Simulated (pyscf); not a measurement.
Addition across a multiple bond or ene-type step: O=SiH₂ (SMILES O=[SiH2]) + CH₄ (SMILES C) → H₃C–SiH₂–OH (SMILES C[SiH2]O)

Gas phase, singlet surface, charge 0. Bonds broken: C4–H9. Bonds formed: Si1–C4, O5–H9. Optimised with ωB97X-D3(BJ)/def2-SVP in PySCF. MP2 and CC: frozen core, UHF for open shells. ΔMP2 is the change of the MP2 total energy from the triple- to the quadruple-zeta basis.

Transition state (Å):

```xyz
9

Si     1.0955    -0.3857    -0.0199
H      0.5470     0.3501    -1.1924
H      1.0375    -1.8482    -0.2957
C     -0.5027    -0.0779     1.3510
O      2.1346     0.2412     1.0000
H     -1.0333     0.8792     1.2597
H     -0.5959    -0.4900     2.3675
H     -1.0058    -0.8194     0.6996
H      0.7850     0.2224     1.4979
```

One imaginary mode, 1587i cm⁻¹; descent along it reached the two sides named.

```
bond    change  reactant side (Å)  saddle  product side
------  ------  -----------------  ------  ------------
C4–H9   breaks              1.101   1.330           3.3
Si1–C4   forms                3.1   2.128         1.874
O5–H9    forms                2.9   1.439         0.962
```

Electronic energies relative to the separated reactants (eV):

| level | barrier | reaction energy | reverse barrier |
|---|---|---|---|
| ωB97X-D3(BJ)/def2-TZVP | 1.00 | -2.03 | 3.03 |
| PBE/def2-TZVP | 0.91 | -1.71 | 2.63 |
| r²SCAN/def2-TZVP | 0.90 | -1.90 | 2.80 |
| B3LYP-D3(BJ)/def2-TZVP | 1.13 | -1.80 | 2.93 |
| PBE0-D3(BJ)/def2-TZVP | 0.86 | -2.03 | 2.88 |
| M06-2X/def2-TZVP | 0.98 | -2.03 | 3.01 |
| ωB97M-D3(BJ)/def2-TZVP | 1.06 | -1.91 | 2.97 |
| HF/def2-TZVP | 1.67 | -2.03 | 3.70 |
| MP2/def2-QZVPP | 1.05 | -1.88 | 2.93 |
| CCSD/def2-TZVPP | 1.23 | -1.95 | 3.18 |
| CCSD(T)/def2-TZVPP | 1.17 | -1.89 | 3.05 |
| CCSD(T)/def2-TZVPP + ΔMP2(QZVPP) | 1.12 | -1.91 | 3.03 |

With CCSD(T)/def2-TZVPP + ΔMP2(QZVPP) energies and thermal terms (ideal gas, 1 atm, RRHO with modes under 100 cm⁻¹ raised to 100, one conformer, R ln 2 for chiral ones without a mode under 150 cm⁻¹), in eV:

| T (K) | ΔH‡ | ΔG‡ | ΔH | ΔG |
|---|---|---|---|---|
| 298 | 1.06 | 1.47 | -1.83 | -1.47 |
| 600 | 1.08 | 1.88 | -1.79 | -1.11 |
| 900 | 1.11 | 2.27 | -1.74 | -0.78 |
| 1200 | 1.15 | 2.65 | -1.68 | -0.46 |

At the saddle there is also a short H–Si contact that neither side keeps. This is the saddle that the search found; another between the same sides may lie lower. The CCSD(T) − MP2 part came from Ansatz, without density fitting, on the same reference.
